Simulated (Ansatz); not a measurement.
A calculation on fcc Sr returned lattice constant a 6.078 Å, bulk modulus 10.5 GPa, cohesive energy 0.87 eV/atom.

For reference: lattice constant a 6.045 Å (measured, low-temperature or extrapolated to 0 K; zero-point anharmonic expansion removed; as tabulated in Csonka et al. (2009), arXiv:0903.4037); bulk modulus 12.5 GPa (measured, corrected for temperature and zero-point phonon effects, our sources range from 12.0 to 12.5; as tabulated in Levämäki et al. (2014), arXiv:1402.3671); cohesive energy 1.73 eV/atom (measured, static lattice: zero-point vibration energy added; as tabulated in Mejia-Rodriguez and Trickey (2018), arXiv:1807.09216).

**Question.** Which level of theory produced these numbers?
A. PBE0 (Ansatz, a quantum-chemistry and plane-wave program)
B. HSE06 (Ansatz)
C. PBEsol (Ansatz)
D. BLYP (Ansatz)

**Answer.** D, BLYP (Ansatz)

The others give: HSE06 6.119 Å, 11.5 GPa, 1.57 eV/atom; PBEsol 5.922 Å, 12.4 GPa, 1.81 eV/atom; PBE0 6.120 Å, 10.7 GPa, 1.54 eV/atom.

Unless a cell is named, each level is at its own relaxed cell (BLYP 56.14, HSE06 57.28, PBE0 57.31, PBEsol 51.93 Å³/atom).

Ansatz's density-functional and Hartree–Fock values are scalar-relativistic unless marked +SOC, with PAW data made under PBE.
